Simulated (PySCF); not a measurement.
Compound: C₅H₇F.
Geometry (PBE0-D3(BJ)/def2-SVP, Å), atoms numbered from 1 in this order:
```xyz
13
C5H7F angstrom
C     -2.1020   -0.0048   -0.1183
C     -0.8754   -0.2036    0.3648
C      0.2635   -0.8186   -0.3957
C      1.4356    0.1088   -0.5111
C      2.6380   -0.1154    0.0108
F      2.9289   -1.2250    0.6916
H     -2.8869    0.4489    0.4923
H     -2.3683   -0.2932   -1.1408
H     -0.6461    0.1054    1.3924
H     -0.0850   -1.1058   -1.4027
H      0.5910   -1.7425    0.1085
H      1.2995    1.0547   -1.0432
H      3.4907    0.5652   -0.0656
```

Level of theory: PBE0-D3(BJ)/def2-SVP geometry optimisation, gas phase (PySCF).

Take the most abundant isotopes and a rigid rotor. The values belong to one conformer with, in the numbering `[CH2:1]=[CH:2][CH2:3]/[CH:4]=[CH:5]\[F:6]`, C1–C2–C3–C4 120°, C2–C3–C4–C5 117°.

Problem. What are A, B and C (GHz)?

Solution. Ia = 42.74, Ib = 324.60, Ic = 340.68 u·Å²; 505379 MHz·u·Å²/I gives 11826, 1557 and 1483 MHz, that is A = 11.826, B = 1.5569, C = 1.4834 GHz.

Problem. Classify the top.

Solution. A near-prolate asymmetric top: κ = (2 × 1557 − 11826 − 1483)/(11826 − 1483) = -0.99.

Problem. What does the inertial defect say?

Solution. Not planar: Δ = Ic − Ia − Ib = -26.66 u·Å². For a rigid frame Δ = −2 Σ m c², so Σ m c² = 13.33 u·Å² lies off the ab plane: 6.81 from hydrogen and 6.52 from heavier atoms. The atom farthest from that plane is 1.56 Å away.

Problem. Give the other two planar moments, Paa and Pbb, and the rms extents of the mass along the axes.

Solution. Paa = Σ m a² = (Ib + Ic − Ia)/2 = 311.27 and Pbb = Σ m b² = (Ia + Ic − Ib)/2 = 29.41 u·Å². With the mass M = 86.05 u, the rms extents √(P/M) along a, b and c are 1.90, 0.58, 0.39 Å.

Problem. Where do the levels up to J = 3 lie, in MHz?

Solution. Above 0(0,0):
J = 1: 1(0,1) 3040, 1(1,1) 13309, 1(1,0) 13383
J = 2: 2(0,2) 9121, 2(1,2) 19316, 2(1,1) 19537, 2(2,1) 50343, 2(2,0) 50344
J = 3: 3(0,3) 18240, 3(1,3) 28327, 3(1,2) 28768, 3(2,2) 59465, 3(2,1) 59466, 3(3,1) 110993, 3(3,0) 110993

Problem. Predict some low-J microwave lines.

Solution. The dipole components are |μa| = 0.28 D, |μb| = 1.05 D, |μc| = 0.13 D. Intensities carry the squares of the components, which stand as 0.07 : 1.00 : 0.02 (a : b : c). Some lines, for components of 0.1 D or more:

| type | branch | J(Ka,Kc) | MHz | lower level (cm⁻¹) |
| --- | --- | --- | --- | --- |
| b | R | 4(0,4) ← 3(1,3) | 2071 | 0.945 |
| a | R | 2(0,2) ← 1(0,1) | 6080 | 0.101 |
| a | R | 3(2,2) ← 2(2,1) | 9121 | 1.679 |
| b | Q | 1(1,0) ← 1(0,1) | 10342 | 0.101 |
| b | Q | 4(1,3) ← 4(0,4) | 10678 | 1.014 |
| a | R | 5(1,5) ← 4(1,4) | 15016 | 1.346 |
| c | Q | 5(2,4) ← 5(1,4) | 30367 | 1.883 |
| c | R | 4(2,3) ← 3(1,3) | 43299 | 0.945 |
| c | Q | 5(3,3) ← 5(2,3) | 51518 | 2.897 |
| c | R | 4(3,2) ← 3(2,2) | 63690 | 1.984 |
| b | R | 5(3,3) ← 4(2,2) | 66727 | 2.389 |
| c | R | 5(3,3) ← 4(2,3) | 66732 | 2.389 |
| b | Q | 4(4,0) ← 4(3,1) | 72139 | 4.108 |
| b | R | 4(4,0) ← 3(3,1) | 84301 | 3.702 |
| c | R | 5(4,2) ← 4(3,2) | 87341 | 4.108 |
| b | Q | 5(5,1) ← 5(4,2) | 92750 | 7.021 |

Stationary, but not proved a minimum. Zero-point vibration and centrifugal distortion are left out.
